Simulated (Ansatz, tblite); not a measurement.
# BH2(iPr) (C₃H₉B): one state, many levels

How do method and basis change the picture of BH2(iPr) (C₃H₉B) (singlet)?

The runs use Ansatz 0.2.0, Gaussian basis; as each input shows.

Plan: GFN1-xTB, GFN2-xTB, PBE-D4/def2-TZVP, r2SCAN-D4/def2-TZVP, revPBE-D4/def2-TZVP, B97M-V/def2-TZVP, ωB97M-V/def2-TZVP, PBE-D4/def2-SVP, PBE0-D4/def2-SVP, HF/STO-3G, CCSD(T)/def2-TZVP, RPA/def2-TZVP.

2 further runs of the same task are left out: 2 set aside as unsound or not needed.

### Step 1. The geometry

The geometry is that of the singlet, from an earlier relaxation (PBE0-D4/def2-SVP).

13 atoms, charge 0, spin multiplicity 1.

Bond lengths: B1–C2 1.551 Å, B1–H5 1.212 Å, B1–H6 1.212 Å, C2–C3 1.526 Å, C2–C4 1.526 Å, C2–H7 1.128 Å, C3–H8 1.100 Å, C3–H9 1.102 Å, C3–H10 1.102 Å, C4–H11 1.102 Å, C4–H12 1.100 Å, C4–H13 1.102 Å. Angles: C2–B1–H5 120.5°, C2–B1–H6 120.5°, H5–B1–H6 118.7°, B1–C2–C3 117.2°, B1–C2–C4 117.2°, B1–C2–H7 91.8°, C3–C2–C4 112.9°, C3–C2–H7 107.2°, C4–C2–H7 107.2°, C2–C3–H8 111.8°, C2–C3–H9 110.5°, C2–C3–H10 111.9°, H8–C3–H9 107.3°, H8–C3–H10 108.0°, H9–C3–H10 107.0°, C2–C4–H11 111.9°, C2–C4–H12 111.9°, C2–C4–H13 110.5° and more.

PBE0-D4/def2-TZVP was run before; its log isn't repeated, and its numbers join the tables.

### Step 2. GFN1-xTB

Tight binding, by tblite at 300 K electronic temperature and without a spin-polarisation term:

```python
tblite.interface.Calculator('GFN1-xTB', numbers, positions, charge=0, uhf=0).singlepoint()
```

Energy -341.8659 eV, HOMO -12.04 eV, LUMO -7.27 eV; 0.004 s.

### Step 3. GFN2-xTB

Tight binding, by tblite at 300 K electronic temperature and without a spin-polarisation term:

```python
tblite.interface.Calculator('GFN2-xTB', numbers, positions, charge=0, uhf=0).singlepoint()
```

Energy -332.5835 eV, HOMO -10.77 eV, LUMO -6.52 eV; 0.002 s.

### Step 4. PBE-D4/def2-TZVP

start.molden holds the orbitals of an earlier run on this state, given as this run's starting guess.

File in.yaml:

```yaml
crystal:
  periodic: [false, false, false]
  atoms:
    - {symbol: B, position_ang: [1.176078, 1.134243, -0.070203]}
    - {symbol: C, position_ang: [0.238800, -0.101407, -0.051317]}
    - {symbol: C, position_ang: [-0.760446, -0.236846, -1.196433]}
    - {symbol: C, position_ang: [-0.342811, -0.515561, 1.297144]}
    - {symbol: H, position_ang: [1.769514, 1.471066, 0.931663]}
    - {symbol: H, position_ang: [1.425959, 1.700745, -1.112354]}
    - {symbol: H, position_ang: [1.097106, -0.799595, -0.273083]}
    - {symbol: H, position_ang: [-0.305333, 0.007129, -2.167956]}
    - {symbol: H, position_ang: [-1.610498, 0.449600, -1.050489]}
    - {symbol: H, position_ang: [-1.176093, -1.255914, -1.260550]}
    - {symbol: H, position_ang: [-0.752091, -1.538875, 1.271054]}
    - {symbol: H, position_ang: [0.409160, -0.469795, 2.098978]}
    - {symbol: H, position_ang: [-1.169344, 0.155202, 1.583537]}
basis:
  gaussian: {orbitals: def2-TZVP, initial_orbitals: start.molden}
hamiltonian: {xc: pbe, dispersion: d4}
scf: {omitted_lower_state_checks: [starts]}
output: {forces: true, orbitals: {seedname: orbitals}}
```

The run is started by

```console
$ ansatz run in.yaml --threads 2 --pin off --events-out ev --progress --plain --max-ram 4352MiB
```

The runs that follow: r2SCAN-D4/def2-TZVP; revPBE-D4/def2-TZVP; B97M-V/def2-TZVP; ωB97M-V/def2-TZVP; PBE-D4/def2-SVP; PBE0-D4/def2-SVP; HF/STO-3G; CCSD(T)/def2-TZVP; RPA/def2-TZVP.

**Question.** What will the summary of the whole plan be? Wanted: gap in def2-TZVP, named functionals, smallest and largest; correlation energy, CCSD(T)/def2-TZVP; binding an atom, CCSD(T)/def2-TZVP; PBE0 total energy, smallest basis above largest.

As calculated:

```
                                                 quantity                                 value
gap in def2-TZVP, named functionals, smallest and largest  4.80 eV (PBE-D4), 11.30 eV (ωB97M-V)
                    correlation energy, CCSD(T)/def2-TZVP                             -18.89 eV
                       binding an atom, CCSD(T)/def2-TZVP                              3.788 eV
          PBE0 total energy, smallest basis above largest         4.15 eV (def2-SVP, def2-TZVP)
```

What this shows: Orbital gaps of the named functionals in def2-TZVP span 4.80 eV (PBE-D4) to 11.30 eV (ωB97M-V); exact exchange widens it. A small miss in a minimal or small basis is a cancelling of errors, not accuracy. The functionals in def2-TZVP miss CCSD(T)/def2-TZVP by +0.105 (revPBE-D4) to +0.178 eV (PBE-D4) an atom. The reference is CCSD(T) in one finite basis, so it carries an error of its own, often a tenth of an eV or more, and near misses can't be ranked.
